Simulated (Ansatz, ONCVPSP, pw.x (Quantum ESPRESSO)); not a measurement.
**phosphorus: does the ONCV potential hold in the solid?**

* Element: phosphorus (P)
* Generator: ONCVPSP 4.0.1.1 (patched build)
* Type: optimised norm-conserving Vanderbilt (ONCV)
* Functional: PBEsol
* Relativity: scalar-relativistic
* Frozen core: [Ne]
* Valence charge: 5
* Reference configuration: 3s2 3p2.5 (charge +0.5)
* Partial waves: 3s: rc 1.30 bohr, ncon 4, nbas 7, qcut 4.9 1/bohr, 1 projector; 3p: rc 1.90 bohr, ncon 4, nbas 8, qcut 3.6 1/bohr, 2 projectors, debl 3.9 Ha
* Local potential: polynomial inside 1.10 bohr (lpopt 5, dvloc0 2 Ha)
* Core correction: Teter function fitted to the true core (icmod 2), fcfact 0.25

Atomic tests: cutoffs needed: 12 Ha and 66 Ha (the cutoffs (Ha) at which the residual kinetic energy of the hardest occupied pseudo-wave falls to 1 and 0.1 mHa per electron); ghost test: no bound ghost flagged; no localised positive-energy state flagged; largest excitation error: +88 meV (all-electron minus pseudo) for 3s2 3p0, out of 4 test configurations.

Crystal test: diamond P in pw.x 7.5, no spin, 9³ k-points, Fermi–Dirac smearing 0.01 Ry, cutoffs 155/620 Ry. The reference is all-electron LAPW (Ansatz 0.2.0) with the same functional, mesh and smearing; V0 and B0 come from Birch–Murnaghan fits to the pressures at five volumes. Errors are pseudo minus all-electron; Δ is the rms difference of the E(V) curves that follow from these fits, minima aligned, over ±6 % about the mean V0. Mesh and smearing are coarse, so the numbers serve the comparison and aren't converged zero-temperature values; the lattice is a test structure that the element need not adopt.

```tsv
V (Å³/atom)	P all-electron (GPa)	P pseudo (GPa)
18.573	2.39	4.85
19.061	1.03	3.24
19.550	-0.20	1.78
20.039	-1.32	0.44
20.527	-2.35	-0.77
```

All-electron: a0 = 5.380 Å (V0 = 19.47 Å³/atom), B0 = 47.6 GPa.

Pseudopotential: mean pressure error (GPa): +1.99; a0 (Å): 5.448; a0 error (%): +1.26; B0 error (%): +6.8; Δ (meV/atom): 8.1. This is a poor potential for the solid.

Q: At the middle volume, how do free energy and pressure move when the wave cutoff is lowered (ecutrho kept at four times it)?

A:

```json
{"cutoff (Ry)": "70", "shift of F (meV/atom)": "+23.7", "shift of P (GPa)": "-0.18"}
{"cutoff (Ry)": "93", "shift of F (meV/atom)": "+19.2", "shift of P (GPa)": "-0.03"}
{"cutoff (Ry)": "124", "shift of F (meV/atom)": "+7.8", "shift of P (GPa)": "-0.27"}
```

The run at the middle volume (35 k-points, 8 iterations) took about 96 s on one core of a shared host (Neoverse-N1, 64 threads, 124 GiB, load 59).
